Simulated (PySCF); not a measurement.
Level of theory: PBE-D3(BJ)/def2-TZVP // r2SCAN-D4/def2-TZVP run with PySCF. Isolated molecules, 0 K electronic values unless said otherwise. 

Reference species (SMILES): `[OH]` (neutral, multiplicity 2).

```yaml
dipole_moment: 1.73 D
```

Changed species: `[Si](F)(Cl)F` (radical fragment; the reference has radical fragment).

### Question
Give the shifts of the dipole moment.

### Answer
the dipole moment falls by 0.84 D, to 0.89 D.
